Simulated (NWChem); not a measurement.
## Which level was it?

The species is BF2 (3 atoms), meant as a doublet with charge 0. SMILES: `F[B]F`. The coordinates come from a PBE0-D4/def2-TZVP relaxation.

| atom | x (Å) | y (Å) | z (Å) |
| --- | --- | --- | --- |
| F | 0.5131 | -1.0443 | 0.1600 |
| B | 0.2790 | 0.2405 | 0.1813 |
| F | -0.8029 | 0.7389 | -0.3546 |

Orbital energies are those of the mean-field step.

A calculation with NWChem 7.3.0 gave:

```yaml
total_energy: -223.7074 Eh
dipole_moment: 0.59 D
HOMO_energy: -11.25 eV
LUMO_energy: 1.89 eV
⟨S²⟩: 0.752
largest_force: 0.770 eV/Å
```

Q: Which of these levels gave the numbers?
A. HF/STO-3G
B. HF/3-21G
C. MP2/cc-pVTZ
D. HF/cc-pVTZ

A: D. The others give -224.2780 Eh (MP2/cc-pVTZ), -220.4784 Eh (HF/STO-3G), -222.4103 Eh (HF/3-21G).
